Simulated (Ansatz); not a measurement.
# BHNSi: the cost of one run

Computed with Ansatz 0.2.0, Gaussian basis. Level: def2-QZVPP, all electrons in the functionals, frozen cores in the correlation of double hybrids and RPA.

Plan: PBE, BLYP, r2SCAN, B97M-V, PBE0, B3LYP, wB97M-V, B2PLYP, at charge 0, doublet; charge 0, quartet; charge 1, singlet; charge 1, triplet.

2 further runs of the same task are left out: 2 set aside as unsound or not needed.

**1. What is computed**

The geometry is a PBE0/def2-TZVP stationary point (not a proven minimum).

4 atoms, charge 0, spin multiplicity 2.

Atoms are counted from 1 here; the program's logs count them from 0.

Bond lengths: N1–B2 1.246 Å, N1–H4 0.993 Å, B2–Si3 1.991 Å. Angles: B2–N1–H4 180.0°, N1–B2–Si3 180.0°.

No dispersion term is added; B97M-V, wB97M-V hold VV10 nonlocal correlation. B3LYP takes the VWN-RPA correlation.

The geometry shown and the zero of energy belong to the point charge 0, doublet. The yardstick, UCCSD(T), and other wave-function levels (R restricted, U unrestricted, valence and pair active spaces) come from earlier runs.

**2. PBE, charge 0, doublet**

Input file in.yaml:

```yaml
crystal:
  periodic: [false, false, false]
  atoms:
    - {symbol: N, position_ang: [0.000000, 0.000000, 0.872300]}
    - {symbol: B, position_ang: [0.000000, 0.000000, -0.373400]}
    - {symbol: Si, position_ang: [0.000000, 0.000000, -2.364200]}
    - {symbol: H, position_ang: [0.000000, 0.000000, 1.865300]}
basis:
  gaussian: {orbitals: "def2-QZVPP.json"}
magnetization: {spin_polarized: true, initial_magnetization: 1}
hamiltonian: {xc: {name: PBE}}
output: {orbitals: {seedname: orbitals}}
```

Run with:

```sh
$ ansatz run in.yaml --threads 1 --pin off --events-out ev --progress --plain --max-ram 2393MiB
```

**Question.** How long does this run take on 1 thread of Arm Neoverse V2, shared host, and how much memory does it need?

About 11 s, with a peak of 0.4 GiB.
